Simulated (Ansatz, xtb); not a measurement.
**C5H12O: which of two isomers lies lower**

We compare X, `CC[C@@H](C)OC`, a singlet, with Y, `COCC(C)C`, a singlet. Both are isolated molecules in the gas phase, relaxed with PBE-D3(BJ)/def2-SVP, each in the lowest conformer that the search found.

X (Å):

| atom | x (Å) | y (Å) | z (Å) |
| --- | --- | --- | --- |
| C | 0.2883 | -1.0635 | 1.5996 |
| C | -0.6182 | 0.1595 | 1.4725 |
| C | -0.8757 | 0.5789 | 0.0228 |
| C | -1.8438 | 1.7604 | -0.0776 |
| C | 0.4288 | 0.8735 | -1.9545 |
| O | 0.3949 | 0.8871 | -0.5499 |
| H | 1.2552 | -0.8762 | 1.0933 |
| H | -0.1714 | -1.9568 | 1.1267 |
| H | 0.4923 | -1.3122 | 2.6601 |
| H | -0.1659 | 1.0280 | 1.9999 |
| H | -1.5993 | -0.0267 | 1.9593 |
| H | -1.3134 | -0.2957 | -0.5268 |
| H | -1.4349 | 2.6357 | 0.4672 |
| H | -2.0198 | 2.0608 | -1.1298 |
| H | -2.8276 | 1.5019 | 0.3631 |
| H | 1.4771 | 1.0541 | -2.2647 |
| H | 0.1017 | -0.1108 | -2.3731 |
| H | -0.2077 | 1.6649 | -2.4194 |

Y (Å):

```xyz
18

C    -1.7459    0.8444    3.2132
C    -0.8955    0.4376    1.0612
C    -0.5477    1.1183   -0.2631
C     0.0602    0.1051   -1.2382
C    -1.7692    1.8273   -0.8570
O    -1.3594    1.4002    1.9834
H    -2.5804    0.1076    3.1015
H    -0.9015    0.3180    3.7246
H    -2.0912    1.6698    3.8664
H    -1.6773   -0.3491    0.8866
H     0.0033   -0.0941    1.4682
H     0.2210    1.8886   -0.0270
H     0.9656   -0.3803   -0.8191
H    -0.6684   -0.6966   -1.4853
H     0.3494    0.5935   -2.1904
H    -1.5019    2.3918   -1.7733
H    -2.5556    1.0914   -1.1315
H    -2.2054    2.5324   -0.1236
```

Question: Which of the two would you expect CCSD(T)/def2-SVP + ΔMP2/def2-TZVPP electronic energies to favour?

Answer: Structure X; the calculation gives E(Y) − E(X) = +1.09 kcal/mol.

Level by level:

```csv
level,geometry,E(Y) − E(X) (kcal/mol),departure from the last row (kcal/mol),"job, with rough time for the two"
GFN2-xTB,GFN2-xTB,+0.29,−0.80,"optimisation, 0.24 s"
HF/STO-3G,GFN2-xTB,+0.34,−0.74,"single point, 0.81 s"
r2SCAN-D4/def2-SVP,GFN2-xTB,+1.41,+0.32,"single point, 5.5 s"
PBE-D3(BJ)/def2-SVP,PBE-D3(BJ)/def2-SVP,+1.37,+0.28,"optimisation, 39 s"
HF/def2-SVP,PBE-D3(BJ)/def2-SVP,+0.86,−0.23,part of the CCSD(T) run
MP2/def2-SVP,PBE-D3(BJ)/def2-SVP,+1.05,−0.04,part of the CCSD(T) run
CCSD(T)/def2-SVP,PBE-D3(BJ)/def2-SVP,+1.14,+0.06,single point
CCSD(T)/def2-SVP + ΔMP2/def2-TZVPP,PBE-D3(BJ)/def2-SVP,+1.09,,"single point, 2.1 min"
```

As drawn, both hold the same kinds of bond in the same numbers.

GFN2-xTB, HF/STO-3G find them nearly level. The largest departure from CCSD(T)/def2-SVP + ΔMP2/def2-TZVPP is that of GFN2-xTB, 0.80 kcal/mol. The last row adds to CCSD(T) the change of the MP2 difference between the two basis sets, here −0.06 kcal/mol.

With thermal terms from frequencies at re-optimised GFN2-xTB minima (ideal gas, soft modes damped towards free rotors, one conformer each, 298.15 K, 1 atm): the zero-point term adds +0.07 kcal/mol; ΔH is +1.10 and ΔG +1.27 kcal/mol.

The correlated steps freeze 6 core orbitals. Mirror images aren't counted in ΔG. Codes used: Ansatz 0.2.0, xtb 6.7.1; the last row on 2 threads of Intel(R) Xeon(R) Processor @ 2.70GHz on a shared host.
